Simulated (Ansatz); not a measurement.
Molecule (SMILES): [CH]=C=O, doublet.
Atoms: C1, C2, H3, O4. Bonds: C1-C2, C1-H3, C2-O4.

Basis-set convergence of the optimised C1-H3 bond length at PBE0 with Ansatz (a quantum-chemistry and plane-wave program). Cartesian d functions, on some or all atoms, in 6-31G**; all else is spherical. The program fits the integrals of some runs and decomposes those of others, by size. Open shells are unrestricted. No added dispersion term, no relativity. Reference: the value in def2-QZVPPD, 1.0716 Å, itself unsure by roughly 0.0001 Å (its mean distance from pcseg-3, def2-QZVPP, cc-pVQZ).

| basis | functions | optimised C1-H3 bond length (Å) |
|---|---|---|
| STO-3G | 16 | ___ |
| 6-31G | 29 | ___ |
| pcseg-0 | 29 | ___ |
| 6-31G** | 50 | ___ |
| 6-311G** | 60 | 1.0719 |
| 6-311+G** | 72 | 1.0720 |
| aug-cc-pVDZ | 78 | 1.0821 |
| aug-pcseg-1 | 78 | 1.0800 |
| 6-311++G(2d,2p) | 91 | 1.0722 |
| def2-TZVP | 99 | 1.0723 |
| cc-pVTZ | 104 | 1.0717 |
| pcseg-2 | 104 | 1.0706 |
| jun-cc-pV(T+d)Z | 131 | 1.0721 |
| 6-311++G(3df,3pd) | 135 | 1.0721 |
| aug-cc-pVTZ | 161 | 1.0719 |
| cc-pVQZ | 195 | 1.0715 |
| pcseg-3 | 213 | 1.0714 |
| def2-QZVPPD | 225 | 1.0716 |

Question: Fill in the missing entries.

Answer: 
- STO-3G, optimised C1-H3 bond length (Å): 1.0763
- 6-31G, optimised C1-H3 bond length (Å): 1.0635
- pcseg-0, optimised C1-H3 bond length (Å): 1.0703
- 6-31G**, optimised C1-H3 bond length (Å): 1.0736
